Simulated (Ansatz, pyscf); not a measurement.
H₃C–BH–OH → HB=O + methane (CH₄), an elimination on the singlet surface: B–C, H–O broken, C–H formed. Single points on ωB97X-D3(BJ)/def2-SVP structures (PySCF, gas phase). Wave-function energies: Ansatz (an electronic-structure program), frozen core, RHF or UHF references. In kJ/mol, from the reactant's lowest minimum found.

Cost: rough CPU time of the saddle's run relative to CCSD(T)/cc-pV(D+d)Z, from one job on a shared machine, with the HF step and its search for lower states.

| level | barrier | reaction energy | cost |
|---|---|---|---|
| B3LYP-D3(BJ)/def2-TZVP | 257.20 | +40.27 | – |
| PBE/def2-TZVP | 227.42 | +44.93 | – |
| CCSD(T)/cc-pV(D+d)Z | 268.69 | +25.44 | 1 |
| CCSDT(Q)/cc-pV(D+d)Z | … | … | 100 |
| CCSD(T)/cc-pV(T+d)Z | 266.25 | +43.34 | 12 |
| CCSD(T)/cc-pV(Q+d)Z | … | +44.26 | – |

Problem. Complete the blanks.

Solution. 
- CCSDT(Q)/cc-pV(D+d)Z, barrier: 267.17
- CCSDT(Q)/cc-pV(D+d)Z, reaction energy: +24.21
- CCSD(T)/cc-pV(Q+d)Z, barrier: 265.53

In cc-pV(D+d)Z, going from CCSD(T) to CCSDT(Q) shifts the barrier by -1.52 and the reaction energy by -1.23 kJ/mol. With HF in the quadruple-zeta basis and the correlation energy extrapolated as X⁻³ from X = 3, 4, CCSD(T) gives 265.10 and +45.27; adding the double-zeta shift gives ΔE‡ = 263.57 and ΔE = +44.04 kJ/mol, without core correlation, relativity or geometry relaxation at these levels. At the saddle there is also a short B–H contact that neither side keeps. This is the saddle that the search found; another between the same sides may lie lower.
